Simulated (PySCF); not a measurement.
SiF4, SMILES F[Si](F)(F)F. Atoms are numbered in the order given.

```xyz
5

F      0.9182     0.9182     0.9182
Si     0.0000     0.0000     0.0000
F     -0.9182     0.9182    -0.9182
F     -0.9182    -0.9182     0.9182
F      0.9182    -0.9182    -0.9182
```
Charge 0, spin multiplicity 1.

Coordinates come from a ωB97X-D3(BJ)/def2-SVP optimisation. The isomer is the one that the SMILES or the coordinates give; other isomers of the formula were not compared.

These are ωB97X/def2-TZVP (PySCF) values and carry that method's errors.

Isolated molecule, no solvent.

```yaml
total_energy: -689.24627 hartree
point_group: Td
highest_occupied_level: -15.31 eV
lowest_empty_level: 2.40 eV
orbital_gap: 17.70 eV
dipole_moment: 0.00 D
quadrupole, principal values (traceless, Buckingham form, about the centre of nuclear charge): 0.00, 0.00, 0.00 D·Å
mean_static_polarisability: 20.7 bohr³ (3.07 Å³)
polarisability_principal_values: 20.7, 20.7, 20.7 bohr³
```
